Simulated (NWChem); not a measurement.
System: methanol (CH4O); SMILES CO

NWChem input:

```
start job
memory heap 200 mb stack 900 mb global 1100 mb
geometry units angstroms
  C     -0.008646    -0.653372     0.000000
  O     -0.088605     0.753386     0.000000
  H      0.498838    -1.043144    -0.891172
  H     -1.031349    -1.031536     0.000000
  H      0.498838    -1.043144     0.891172
  H      0.802500     1.108225     0.000000
end
basis spherical
  * library def2-svp
end
dft
  xc slater vwn_5
  iterations 150
end
driver
  maxiter 120
end
task dft optimize
task dft freq
```

Parts of the log:

```
             Northwest Computational Chemistry Package (NWChem) 7.3.0
             --------------------------------------------------------

 CS  symmetry detected

                             Geometry "geometry" -> ""
                             -------------------------

 Output coordinates in angstroms (scale by  1.889725989 to convert to a.u.)

  No.       Tag          Charge          X              Y              Z
 ---- ---------------- ---------- -------------- -------------- --------------
    1 C                    6.0000    -0.01029004    -0.65875761     0.00000000
    2 O                    8.0000    -0.08770041     0.74814294     0.00000000
    3 H                    1.0000     0.49648701    -1.04944833    -0.89117200
    4 H                    1.0000    -1.03367645    -1.03506824     0.00000000
    5 H                    1.0000     0.49648701    -1.04944833     0.89117200
    6 H                    1.0000     0.80404596     1.10136702     0.00000000

 Effective nuclear repulsion energy (a.u.)      40.4597096426

      Symmetry information
      --------------------

 Group name             Cs
 Group number              2
 Group order               2
 No. of unique centers     5

                                Z-matrix (autoz)
                                --------

 Units are Angstrom for bonds and degrees for angles

      Type          Name      I     J     K     L     M      Value
      ----------- --------  ----- ----- ----- ----- ----- ----------
    1 Stretch                  1     2                       1.40903
    2 Stretch                  1     3                       1.09711
    3 Stretch                  1     4                       1.09038
    4 Stretch                  1     5                       1.09711
    5 Stretch                  2     6                       0.95916
    6 Bend                     1     2     6               108.45936
    7 Bend                     2     1     3               112.39245
    8 Bend                     2     1     4               107.03969
    9 Bend                     2     1     5               112.39245
   10 Bend                     3     1     4               108.09777
   11 Bend                     3     1     5               108.64069
   12 Bend                     4     1     5               108.09777
   13 Torsion                  3     1     2     6         -61.46621
   14 Torsion                  4     1     2     6         180.00000
   15 Torsion                  5     1     2     6          61.46621

                           NWChem Geometry Optimization
                           ----------------------------

 maximum gradient threshold         (gmax) =   0.000450
 rms gradient threshold             (grms) =   0.000300
 maximum cartesian step threshold   (xmax) =   0.001800
 rms cartesian step threshold       (xrms) =   0.001200
 fixed trust radius                (trust) =   0.300000
 source of zmatrix                         =   autoz

          -------------------
          Energy Minimization
          -------------------

 Using diagonal initial Hessian
 Scaling for Hessian diagonals: bonds = 1.00  angles = 0.25  torsions = 0.10

          --------
          Step   0

                                 NWChem DFT Module
                                 -----------------

 Summary of "ao basis" -> "ao basis" (spherical)
 ------------------------------------------------------------------------------
       Tag                 Description            Shells   Functions and Types
 ---------------- ------------------------------  ------  ---------------------
 C                          def2-svp                 6       14   3s2p1d
 O                          def2-svp                 6       14   3s2p1d
 H                          def2-svp                 3        5   2s1p

      Symmetry analysis of basis
      --------------------------

        a'         33
        a"         15

            General Information
            -------------------
          SCF calculation type: DFT
          Wavefunction type:  closed shell.
          No. of atoms     :     6
          No. of electrons :    18
           Alpha electrons :     9
            Beta electrons :     9
          Charge           :     0
          Spin multiplicity:     1
          Use of symmetry is: on ; symmetry adaption is: on
          Maximum number of iterations: 150
          AO basis - number of functions:    48
                     number of shells:    24
          Convergence on energy requested:  1.00D-06
          Convergence on density requested:  1.00D-05
          Convergence on gradient requested:  5.00D-04

              XC Information
              --------------
                        Slater Exchange Functional  1.000 local
                      VWN V Correlation Functional  1.000 local

             Grid Information
             ----------------
          Grid used for XC integration:  medium
          Radial quadrature: Mura-Knowles
          Angular quadrature: Lebedev.
          Tag              B.-S. Rad. Rad. Pts. Rad. Cut. Ang. Pts.
          ---              ---------- --------- --------- ---------
          C                   0.70       49           7.0       434
          O                   0.60       49           7.0       434
          H                   0.35       45           9.0       434
          Grid pruning is: on
          Number of quadrature shells:   233
          Spatial weights used:  Erf1

      Superposition of Atomic Density Guess
      -------------------------------------

 Sum of atomic energies:        -114.31308043

      Non-variational initial energy
      ------------------------------

 Total energy =    -115.221190
 1-e energy   =    -234.950721
 2-e energy   =      79.269821
 HOMO         =      -0.375444
 LUMO         =       0.098488

      Symmetry analysis of molecular orbitals - initial
      -------------------------------------------------

  Numbering of irreducible representations:

     1 a'          2 a"

  Orbital symmetries:

     1 a'          2 a'          3 a'          4 a'          5 a'
     6 a"          7 a'          8 a'          9 a"         10 a'
    11 a'         12 a'         13 a"         14 a'         15 a'
    16 a"         17 a'         18 a'         19 a'

   convergence    iter        energy       DeltaE   RMS-Dens  Diis-err
 ---------------- ----- ----------------- --------- --------- ---------
 d= 0,ls=0.0,diis     1   -114.6511603880 -1.55D+02  1.98D-02  5.38D-01
 d= 0,ls=0.0,diis     2   -114.6128106529  3.83D-02  1.29D-02  8.49D-01
 d= 0,ls=0.0,diis     3   -114.6869445298 -7.41D-02  2.71D-03  7.21D-02
 d= 0,ls=0.0,diis     4   -114.6933041247 -6.36D-03  5.71D-04  1.30D-03
 d= 0,ls=0.0,diis     5   -114.6934192852 -1.15D-04  2.05D-04  1.98D-04
  Resetting Diis
 d= 0,ls=0.0,diis     6   -114.6934438601 -2.46D-05  2.72D-05  2.65D-06
 d= 0,ls=0.0,diis     7   -114.6934441822 -3.22D-07  7.87D-06  8.06D-08

         Total DFT energy =     -114.693444182153
      One electron energy =     -237.139726694632
           Coulomb energy =       96.527714035584
    Exchange-Corr. energy =      -14.541141165665
 Nuclear repulsion energy =       40.459709642561

 Numeric. integr. density =       17.999999424562

                  Occupations of the irreducible representations
                  ----------------------------------------------

                     irrep           alpha         beta
                     --------     --------     --------
                     a'                7.0          7.0
                     a"                2.0          2.0

                       DFT Final Molecular Orbital Analysis
                       ------------------------------------

 Vector    7  Occ=2.000000D+00  E=-3.736590D-01  Symmetry=a'
              MO Center= -2.9D-01, -2.6D-01,  2.7D-16, r^2= 1.5D+00
   Bfn.  Coefficient  Atom+Function         Bfn.  Coefficient  Atom+Function
  ----- ------------  ---------------      ----- ------------  ---------------
     4      0.343666  1 C  px                19     -0.317221  2 O  py
    34     -0.298811  4 H  s                  5      0.245930  1 C  py
     7      0.172930  1 C  px                22     -0.169605  2 O  py
    17     -0.126277  2 O  s                 18      0.124283  2 O  px
    35     -0.108443  4 H  s                  8      0.103069  1 C  py

[...]

      ----------------------
      Optimization converged
      ----------------------

  Step       Energy      Delta E   Gmax     Grms     Xrms     Xmax
  ---- ---------------- -------- -------- -------- -------- --------
@    4    -114.69487709 -8.9D-08  0.00003  0.00001  0.00022  0.00054
                                     ok       ok       ok       ok

                                Z-matrix (autoz)
                                --------

 Units are Angstrom for bonds and degrees for angles

      Type          Name      I     J     K     L     M      Value     Gradient
      ----------- --------  ----- ----- ----- ----- ----- ---------- ----------
    1 Stretch                  1     2                       1.38849   -0.00003
    2 Stretch                  1     3                       1.12114    0.00000
    3 Stretch                  1     4                       1.11164   -0.00000
    4 Stretch                  1     5                       1.12114    0.00000
    5 Stretch                  2     6                       0.97347    0.00001
    6 Bend                     1     2     6               108.28493   -0.00002
    7 Bend                     2     1     3               114.19022   -0.00000
    8 Bend                     2     1     4               107.96529    0.00000
    9 Bend                     2     1     5               114.19022   -0.00000
   10 Bend                     3     1     4               106.43693   -0.00000
   11 Bend                     3     1     5               107.08642    0.00000
   12 Bend                     4     1     5               106.43693   -0.00000
   13 Torsion                  3     1     2     6         -61.85174   -0.00000
   14 Torsion                  4     1     2     6         180.00000    0.00000
   15 Torsion                  5     1     2     6          61.85174    0.00000

                         Geometry "geometry" -> "geometry"
                         ---------------------------------

 Output coordinates in angstroms (scale by  1.889725989 to convert to a.u.)

  No.       Tag          Charge          X              Y              Z
 ---- ---------------- ---------- -------------- -------------- --------------
    1 C                    6.0000    -0.00884750    -0.63526005     0.00000000
    2 O                    8.0000    -0.09409656     0.75061003     0.00000000
    3 H                    1.0000     0.50090691    -1.06417680    -0.90173565
    4 H                    1.0000    -1.04324056    -1.04241167     0.00000000
    5 H                    1.0000     0.50090691    -1.06417680     0.90173565
    6 H                    1.0000     0.80972386     1.11220273     0.00000000

 Effective nuclear repulsion energy (a.u.)      40.4205249418

      Symmetry information
      --------------------

 Group name             Cs
 Group number              2
 Group order               2
 No. of unique centers     5

                Final and change from initial internal coordinates
                --------------------------------------------------

                                Z-matrix (autoz)
                                --------

 Units are Angstrom for bonds and degrees for angles

      Type          Name      I     J     K     L     M      Value       Change
      ----------- --------  ----- ----- ----- ----- ----- ---------- ----------
    1 Stretch                  1     2                       1.38849   -0.02054
    2 Stretch                  1     3                       1.12114    0.02403
    3 Stretch                  1     4                       1.11164    0.02126
    4 Stretch                  1     5                       1.12114    0.02403
    5 Stretch                  2     6                       0.97347    0.01431
    6 Bend                     1     2     6               108.28493   -0.17442
    7 Bend                     2     1     3               114.19022    1.79776
    8 Bend                     2     1     4               107.96529    0.92560
    9 Bend                     2     1     5               114.19022    1.79776
   10 Bend                     3     1     4               106.43693   -1.66084
   11 Bend                     3     1     5               107.08642   -1.55427
   12 Bend                     4     1     5               106.43693   -1.66084
   13 Torsion                  3     1     2     6         -61.85174   -0.38553
   14 Torsion                  4     1     2     6         180.00000    0.00000
   15 Torsion                  5     1     2     6          61.85174    0.38553

[...]

 Rotational Constants
 --------------------
 A=   4.190629 cm-1  (  6.029246 K)
 B=   0.844922 cm-1  (  1.215627 K)
 C=   0.814517 cm-1  (  1.171882 K)

 Temperature                      =   298.15K
 frequency scaling parameter      =   1.0000

 Zero-Point correction to Energy  =   31.096 kcal/mol  (  0.049555 au)
 Thermal correction to Energy     =   33.173 kcal/mol  (  0.052864 au)
 Thermal correction to Enthalpy   =   33.765 kcal/mol  (  0.053808 au)

 Total Entropy                    =   56.732 cal/mol-K
   - Translational                =   36.308 cal/mol-K (mol. weight =  32.0262)
   - Rotational                   =   18.956 cal/mol-K (symmetry #  =        1)
   - Vibrational                  =    1.468 cal/mol-K

 Cv (constant volume heat capacity) =    8.842 cal/mol-K
   - Translational                  =    2.979 cal/mol-K
   - Rotational                     =    2.979 cal/mol-K
   - Vibrational                    =    2.883 cal/mol-K

[normal modes left out]

 ----------------------------------------------------------------------------
 Normal Eigenvalue ||           Projected Infra Red Intensities
  Mode   [cm**-1]  || [atomic units] [(debye/angs)**2] [(KM/mol)] [arbitrary]
 ------ ---------- || -------------- ----------------- ---------- -----------
    1       -0.000 ||    0.001895           0.044         1.848       0.611
    2       -0.000 ||    0.002226           0.051         2.170       0.718
    3       -0.000 ||    0.000110           0.003         0.107       0.035
    4       -0.000 ||    0.000109           0.003         0.106       0.035
    5        0.000 ||    0.021526           0.497        20.984       6.942
    6        0.000 ||    0.003013           0.070         2.938       0.972
    7      342.272 ||    0.137737           3.178       134.273      44.423
    8     1035.072 ||    0.069599           1.606        67.848      22.447
    9     1131.007 ||    0.000012           0.000         0.012       0.004
   10     1145.859 ||    0.077377           1.785        75.430      24.956
   11     1304.012 ||    0.023415           0.540        22.826       7.552
   12     1392.425 ||    0.003012           0.069         2.936       0.971
   13     1403.574 ||    0.004539           0.105         4.425       1.464
   14     1431.509 ||    0.007362           0.170         7.177       2.375
   15     2873.962 ||    0.074788           1.725        72.907      24.121
   16     2925.243 ||    0.075467           1.741        73.569      24.340
   17     3033.339 ||    0.020540           0.474        20.023       6.625
   18     3744.419 ||    0.035373           0.816        34.484      11.409
 ----------------------------------------------------------------------------
```

Level: LDA (Slater exchange, VWN5)/def2-SVP.
